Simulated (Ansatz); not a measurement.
Input file:

```yaml
crystal:
  periodic: [false, false, false]
  atoms:
    - {symbol: Al, position_ang: [0.000000, -0.081048, 0.000000]}
    - {symbol: H, position_ang: [0.000000, 1.084792, -1.232881]}
    - {symbol: H, position_ang: [0.000000, 1.084792, 1.232880]}
basis:
  gaussian: {orbitals: "6-31++G**"}
total_charge: -1
correlation: {method: fic_mrcisd_q, electrons: outside_noble_gas, active_space: {window: {electrons: 2, orbitals: 2}}}
```

```sh
$ ansatz run in.yaml --threads 1 --pin off --events-out ev --progress --plain --max-ram 2393MiB
```

Log:

```
295 factors; integrals over basis functions are off by at most 7.1e-4 eV
mean field evaluation 1: about -6612.2224 eV, gradient 7.6e0 eV
mean field evaluation 2: about -6612.2246 eV, gradient 7.6e0 eV
mean field evaluation 4: about -6612.7222 eV, gradient 6.9e-1 eV
mean field evaluation 8: about -6612.7320 eV, gradient 2.1e-3 eV
mean field -6612.73200552 eV, -243.0134189322 hartree, gradient 4.3e-6 eV, S^2 0.000000; 0 other end points of the search recorded, 0 dependent functions left out; unrestricted orbitals would lower it
reference -6612.73200552 eV, -243.0134189322 hartree; 8, 8 occupied and 27, 27 virtual orbitals, 295 factors
state -6613.09345648 eV, -243.0267020097 hartree
contracted CI cycle   1: correlation 0.00000000 eV, 0.0000000000 hartree, residual 1.02e1 eV
contracted CI cycle   2: correlation -1.97091796 eV, -0.0724298992 hartree, residual 2.03e0 eV
contracted CI cycle   3: correlation -2.07284291 eV, -0.0761755721 hartree, residual 7.65e-1 eV
contracted CI cycle   4: correlation -2.08825335 eV, -0.0767418953 hartree, residual 3.82e-1 eV
contracted CI cycle   5: correlation -2.09183064 eV, -0.0768733581 hartree, residual 1.74e-1 eV
contracted CI cycle   6: correlation -2.09259184 eV, -0.0769013318 hartree, residual 7.93e-2 eV
contracted CI cycle   7: correlation -2.09274145 eV, -0.0769068300 hartree, residual 2.97e-2 eV
contracted CI cycle   8: correlation -2.09276375 eV, -0.0769076491 hartree, residual 1.22e-2 eV
contracted CI cycle   9: correlation -2.09276708 eV, -0.0769077715 hartree, residual 5.14e-3 eV
contracted CI cycle  10: correlation -2.09276770 eV, -0.0769077944 hartree, residual 2.39e-3 eV
contracted CI cycle  11: correlation -2.09276785 eV, -0.0769077999 hartree, residual 1.01e-3 eV
state -6613.09345648 eV, -243.0267020097 hartree; corrected -6615.34361943 eV, -243.1093939730 hartree
state -6613.08743999 eV, -243.0264809079 hartree
contracted CI cycle   1: correlation 0.00000000 eV, 0.0000000000 hartree, residual 1.08e1 eV
contracted CI cycle   2: correlation -2.00591823 eV, -0.0737161352 hartree, residual 1.96e0 eV
contracted CI cycle   3: correlation -2.09654701 eV, -0.0770466815 hartree, residual 5.56e-1 eV
contracted CI cycle   4: correlation -2.10666294 eV, -0.0774184352 hartree, residual 2.36e-1 eV
contracted CI cycle   5: correlation -2.10806893 eV, -0.0774701044 hartree, residual 7.45e-2 eV
contracted CI cycle   6: correlation -2.10824866 eV, -0.0774767092 hartree, residual 2.86e-2 eV
contracted CI cycle   7: correlation -2.10827324 eV, -0.0774776124 hartree, residual 9.69e-3 eV
contracted CI cycle   8: correlation -2.10827629 eV, -0.0774777246 hartree, residual 3.65e-3 eV
contracted CI cycle   9: correlation -2.10827669 eV, -0.0774777395 hartree, residual 1.51e-3 eV
contracted CI cycle  10: correlation -2.10827677 eV, -0.0774777421 hartree, residual 5.71e-4 eV
state -6613.08743999 eV, -243.0264809079 hartree; corrected -6615.32543186 eV, -243.1087255922 hartree
state -6613.09345648 eV, -243.0267020097 hartree; corrected -6615.34361943 eV, -243.1093939730 hartree
2 active orbitals were swapped for others, from the solution at -6613.08741079 eV, -243.0264798347 hartree to that at -6613.09345517 eV, -243.0267019618 hartree; typed "places" are swapped only where nearly empty or full, and so, without "given_window_search", are "orbital_numbers", "shells" and a window whose orbitals a file names under [Active]
Total energy: -6615.34361943 eV, -243.1093939730 hartree
```

For the same geometry and basis full CI lies 22.1 meV higher.

Ran on 1 thread of Arm Neoverse V1, shared host: 0.9 s wall, 0.08 GiB peak host memory.
